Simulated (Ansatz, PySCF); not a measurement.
This Ansatz (a quantum-chemistry and plane-wave program) input computes a r2SCAN/def2-TZVPD energy:

Ansatz 0.2 input:
```yaml
crystal:
  periodic: [false, false, false]
  atoms:
    - {symbol: N, position_ang: [-0.01174625, 0.81294535, 0.09531191]}
    - {symbol: N, position_ang: [-0.00018216, -0.67601727, -0.08700131]}
    - {symbol: H, position_ang: [-0.81512924, 1.06903052, -0.49699109]}
    - {symbol: H, position_ang: [-0.03991350, -1.09453720, 0.84805997]}
    - {symbol: H, position_ang: [0.93854167, -0.93298988, -0.40924308]}
basis:
  gaussian:
    orbitals: def2-TZVPD
hamiltonian:
  xc: {name: r2SCAN}
total_charge: -1
output: {forces: true}
```

Task: Write an input for the same energy in PySCF and say what it gives.

Result: 
```python
from pyscf import gto, scf, dft

mol = gto.M(
    atom='''
    N    -0.01174625    0.81294535    0.09531191
    N    -0.00018216   -0.67601727   -0.08700131
    H    -0.81512924    1.06903052   -0.49699109
    H    -0.03991350   -1.09453720    0.84805997
    H     0.93854167   -0.93298988   -0.40924308
    ''',
    basis='def2-tzvpd',
    charge=-1,
    spin=0,
    verbose=4,
)

mf = dft.RKS(mol, xc='r2scan').density_fit(auxbasis='def2-universal-jkfit')
mf.grids.level = 4
mf.conv_tol = 1e-9
mf.max_cycle = 100
mf.max_memory = 1500
mf.kernel()
if not mf.converged:
    mf = mf.newton()
    mf.kernel(mf.make_rdm1())
mf.analyze()
```
It gives -111.19295 Eh, and Ansatz -111.19290 Eh, a difference of 0.05 mEh, from the treatment of integrals and grids.

It need not be the lowest isomer of its formula. Whether it binds its extra electron was not tested at this geometry.
